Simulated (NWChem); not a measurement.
**AlCl (aluminium monochloride) at Slater/STO-3G (density fitting with ahlrichs coulomb fitting)**

What is the vertical singlet–triplet gap of AlCl (aluminium monochloride) at Slater/STO-3G (density fitting with ahlrichs coulomb fitting)? 

The calculation is run with NWChem 7.3.0.

2 further runs of the same task are left out: 1 that didn't finish, 1 set aside as unsound or not needed.

## 1. The system as given

AlCl has 2 atoms, charge 0, and is taken as a singlet. As SMILES, `[Al][Cl]`. The bond length is the measured one.

Bond lengths: Al1–Cl2 2.130 Å.

## 2. Energy and one-electron properties at Slater/STO-3G (density fitting with ahlrichs coulomb fitting)

Input file alcl.nw:

```
start alcl
memory stack 880 mb heap 220 mb global 1100 mb
charge 0

geometry units angstroms noautosym nocenter
zmatrix
  Al
  Cl 1 2.130113
end
end

basis
* library STO-3G
end

basis "cd basis" spherical
* library "ahlrichs coulomb fitting"
end

dft
xc slater
grid medium
convergence energy 1e-06
end

property
efieldgrad
efield
end

task dft property
```

Command:

```sh
$ nwchem alcl.nw > alcl.out
```

Log:

```text
[...]
          Wavefunction type:  closed shell.
          No. of atoms     :     2
          No. of electrons :    30
[...]
          Charge           :     0
          Spin multiplicity:     1
[...]
          AO basis - number of functions:    18
[...]
              XC Information
              --------------
                        Slater Exchange Functional  1.000 local
             Grid Information
             ----------------
          Grid used for XC integration:  fine
          Radial quadrature: Mura-Knowles
          Angular quadrature: Lebedev.
[...]
 d= 0,ls=0.0,diis     1   -689.7549872927 -7.45D+02  1.16D-01  1.74D-01     0.2
[...]
 d= 0,ls=0.0,diis     7   -689.8139916018 -3.78D-09  1.04D-07  9.47D-13     0.3
         Total DFT energy =     -689.813991601839
      One electron energy =    -1076.055060438988
           Coulomb energy =      373.332025295611
    Exchange-Corr. energy =      -41.993288883518
 Nuclear repulsion energy =       54.902332425056
[...]
```

Run time: 0.93 s. Hardware: 1 thread of INTEL XEON PLATINUM 8581C at 2.10GHz (Emerald Rapids), shared host; peak memory 0.11 GiB.

## 3. The triplet at the same level

Input file geom.nw:

```
START geom
memory stack 880 mb heap 220 mb global 1100 mb
charge 0

GEOMETRY units angstroms noautosym nocenter
  zmatrix
    Al
    Cl 1 2.130113
  end
END

BASIS cartesian
  * library STO-3G
END

BASIS "cd basis" spherical
  * library "ahlrichs coulomb fitting"
END

DFT
  xc slater
  mult 3
  grid medium
  convergence energy 1e-06
  maxiter 150
  print medium
END

PROPERTY
  efieldgrad
  efield
END

TASK dft property
```

Command:

```sh
$ nwchem geom.nw > geom.out
```

Log:

```text
[...]
          Wavefunction type:  spin polarized.
          No. of atoms     :     2
          No. of electrons :    30
[...]
          Charge           :     0
          Spin multiplicity:     3
[...]
          AO basis - number of functions:    18
[...]
              XC Information
              --------------
                        Slater Exchange Functional  1.000 local
             Grid Information
             ----------------
          Grid used for XC integration:  fine
          Radial quadrature: Mura-Knowles
          Angular quadrature: Lebedev.
[...]
 d= 0,ls=0.0,diis     1   -689.6171188520 -7.45D+02  1.10D-01  3.83D-02     0.1
[...]
  Singularity in Pulay matrix. Error and Fock matrices removed.
  Singularity in Pulay matrix. Error and Fock matrices removed.
  Singularity in Pulay matrix. Error and Fock matrices removed.
 d= 0,ls=0.5,diis    20   -689.6564125003 -2.19D-08  1.09D-06  4.11D-09     0.6
[...]
         Total DFT energy =     -689.656412511357
      One electron energy =    -1076.036279028659
           Coulomb energy =      373.542594774217
    Exchange-Corr. energy =      -42.065060681972
 Nuclear repulsion energy =       54.902332425056
[...]
      <S2> =      2.0042 (Exact =     2.0000)
[...]
```

Run time: 1.1 s. Hardware: 1 thread of INTEL XEON PLATINUM 8581C at 2.10GHz (Emerald Rapids), shared host; peak memory 0.11 GiB.

## 4. Summary of results

At Slater/STO-3G (density fitting with ahlrichs coulomb fitting):

| quantity | value |
| --- | --- |
| singlet: total energy | -689.81399 Eh |
| singlet: dipole moment | 3.42 D |
| singlet: HOMO energy | -0.75 eV |
| singlet: LUMO energy | 4.71 eV |
| singlet: HOMO–LUMO gap | 5.46 eV |
| triplet: total energy | -689.65641 Eh |
| triplet: dipole moment | 4.06 D |
| triplet: ⟨S²⟩ | 2.004 |
| vertical energy of the triplet above the singlet | 4.288 eV |

At this shape the triplet lies 4.29 eV (414 kJ/mol) above the singlet. In a minimal basis such a difference can be off by several eV, whatever the method.
